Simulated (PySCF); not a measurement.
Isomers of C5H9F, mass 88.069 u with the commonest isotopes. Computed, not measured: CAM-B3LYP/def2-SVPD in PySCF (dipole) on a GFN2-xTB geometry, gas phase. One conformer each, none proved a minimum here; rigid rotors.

Question: Order these by radius of gyration √(Σ m r²/M), largest first.
A. `[CH3:1][CH2:2][C:3]1([F:4])[CH2:5][CH2:6]1` with C1–C2–C3–F4 -67°
B. `[CH3:1]/[CH:2]=[C:3](/[CH3:4])[CH2:5][F:6]` with C2–C3–C5–F6 128°
C. `CC(C)=C(C)F`
D. `[CH3:1][C:2]([CH3:3])=[CH:4][CH2:5][F:6]` with C2–C4–C5–F6 -178°
E. `[CH2:1]=[CH:2][C@H:3]([CH3:4])[CH2:5][F:6]` with C1–C2–C3–C4 -117°, C2–C3–C5–F6 61°

Answer: D (1.973 Å), B (1.832 Å), E (1.777 Å), C (1.739 Å), A (1.649 Å).

Question: Order these by out-of-plane moment Σ m c² = (Ia + Ib − Ic)/2, largest first.
A. `[CH2:1]=[CH:2][C@H:3]([CH3:4])[CH2:5][F:6]` with C1–C2–C3–C4 -117°, C2–C3–C5–F6 61°
B. `[CH2:1]=[C:2]([CH3:3])[CH2:4][CH2:5][F:6]` with C1–C2–C4–C5 -93°, C2–C4–C5–F6 -71°
C. `[CH3:1]/[CH:2]=[C:3](/[CH3:4])[CH2:5][F:6]` with C2–C3–C5–F6 128°
D. `[CH3:1]/[CH:2]=[CH:3]\[C@H:4]([CH3:5])[F:6]` with C2–C3–C4–C5 -85°
E. `[CH3:1][CH2:2][C:3]1([F:4])[CH2:5][CH2:6]1` with C1–C2–C3–F4 -67°
F. `[CH3:1][C:2]([CH3:3])=[CH:4][CH2:5][F:6]` with C2–C4–C5–F6 -178°

Answer: E (30.99 u·Å²), A (25.30 u·Å²), B (22.23 u·Å²), D (21.82 u·Å²), C (11.16 u·Å²), F (4.74 u·Å²).

Question: Order these by rotational constant A, smallest first.
A. `[CH2:1]=[C:2]([CH3:3])[CH2:4][CH2:5][F:6]` with C1–C2–C4–C5 -93°, C2–C4–C5–F6 -71°
B. `[CH2:1]=[CH:2][C@H:3]([CH3:4])[CH2:5][F:6]` with C1–C2–C3–C4 -117°, C2–C3–C5–F6 61°
C. `[CH3:1][C:2]([CH3:3])=[CH:4][CH2:5][F:6]` with C2–C4–C5–F6 -178°
D. `[CH3:1]/[CH:2]=[CH:3]\[C@H:4]([CH3:5])[F:6]` with C2–C3–C4–C5 -85°
E. `CC(C)=C(C)F`

Answer: E (4642 MHz), B (5056 MHz), A (5522 MHz), D (6268 MHz), C (7515 MHz).

```
         SMILES  point group  Ia (u·Å²)  Ib (u·Å²)  Ic (u·Å²)      κ  μa (D)  μb (D)  μc (D)
  C=C[C@H](C)CF           C1      99.95     203.37     252.71  -0.68    0.73    0.72    1.39
    C/C=C(/C)CF           C1     100.95     205.84     284.47  -0.58    1.74    0.32    0.99
      C=C(C)CCF           C1      91.52     207.83     254.89  -0.75    0.47    1.25    0.59
C/C=C\[C@H](C)F           C1      80.63     239.97     276.97  -0.87    1.95    1.31    0.12
      CC(C)=CCF      near Cs      67.25     280.36     338.13  -0.90    2.20    1.05    0.06
    CC(C)=C(C)F            –     108.87     162.31     261.78  -0.13    0.85    1.59    0.03
     CCC1(F)CC1           C1      90.95     179.53     208.51  -0.75    0.04    1.81    0.26
```
